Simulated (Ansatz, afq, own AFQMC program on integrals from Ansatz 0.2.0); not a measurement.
**AlO+ (triplet): AFQMC on the coupled-cluster ladder at distance Al1–O2 = 2.081 Å, 6-31G**

One table from this session's results is given with a row withheld; the runs are named, their logs left out.

The runs use Ansatz 0.2.0, Gaussian basis, and an in-house AFQMC program (afq) on its integrals; all values are calculated; 6-31G, frozen cores.

To be run: Full CI; PBE (unrestricted); r2SCAN (unrestricted); PBE0 (unrestricted); B3LYP (unrestricted); CCSD(T) on ROHF; Full CI; wB97M-V (unrestricted); B2PLYP (unrestricted); Full CI (quintet); CCSDT(Q) on ROHF; CCSDTQ on ROHF; Phaseless AFQMC, CISD trial on ROHF; Phaseless AFQMC, CID trial on ROHF; Free-projection AFQMC, CISD trial on ROHF; CCSD(T) on UHF; Full CI; CCSDT(Q) on UHF; CCSDTQ on UHF; Phaseless AFQMC, CISD trial on UHF; Phaseless AFQMC, CID trial on UHF; Free-projection AFQMC, CISD trial on UHF.

2 further runs of the same task are left out: 2 that didn't finish.

### The geometry

The geometry derives from a PBE0/def2-TZVP stationary point (not a proven minimum). One bond is set to the value named and the two fragments are kept rigid.

2 atoms, charge 1, spin multiplicity 3.

Atoms are counted from 1 here; the program's logs count them from 0.

Bond lengths: Al1–O2 2.081 Å.

The first run:

The input, in.yaml:

```yaml
crystal:
  periodic: [false, false, false]
  atoms:
    - {symbol: Al, position_ang: [0.000000, 0.000000, 0.000000]}
    - {symbol: O, position_ang: [0.000000, 0.000000, 2.081000]}
basis:
  gaussian: {orbitals: 6-31G}
total_charge: 1
magnetization: {spin_polarized: false, initial_magnetization: 2}
correlation: {method: fci, electrons: outside_noble_gas}
```

Run with:

```bash
$ ansatz run in.yaml --threads 1 --pin off --events-out ev --progress --plain --max-ram 16896MiB --backend cuda --devices 0, --max-vram 18GiB
```

Steps of the session up to this table: Full CI; PBE (unrestricted); r2SCAN (unrestricted); PBE0 (unrestricted); B3LYP (unrestricted); CCSD(T) on ROHF; wB97M-V (unrestricted); B2PLYP (unrestricted); Full CI (quintet); CCSDT(Q) on ROHF; CCSDTQ on ROHF; Phaseless AFQMC, CISD trial on ROHF; Phaseless AFQMC, CID trial on ROHF (settings varied); Free-projection AFQMC, CISD trial on ROHF (settings varied); CCSD(T) on UHF; CCSDT(Q) on UHF; CCSDTQ on UHF; Phaseless AFQMC, CISD trial on UHF; Phaseless AFQMC, CID trial on UHF (settings varied); Free-projection AFQMC, CISD trial on UHF (settings varied).

One table of the session follows, with a row left open; its other results are not shown here.

On the ROHF determinant, counted from full CI (exact for this spin and basis):

| level | from full CI (kcal/mol) |
| --- | --- |
| HF | +77.25 |
| MP2 | +23.28 |
| CCSD | +1.77 |
| CCSD(T) | ? |
| CCSDT(Q) | -0.02 |
| CCSDTQ | 0.00 |
| full CI | 0.00 |
| Phaseless AFQMC, CISD trial, step 0.005, 4000 walkers | +0.65 |
| Phaseless AFQMC, CID trial, step 0.005, 20 walkers | +1.26 |

Q: Estimate the row for CCSD(T) from the others.

The run gave: from full CI (kcal/mol): +0.62. In the column «from full CI (kcal/mol)» it lies between full CI (0.00) and Phaseless AFQMC, CISD trial, step 0.005, 4000 walkers (+0.65).
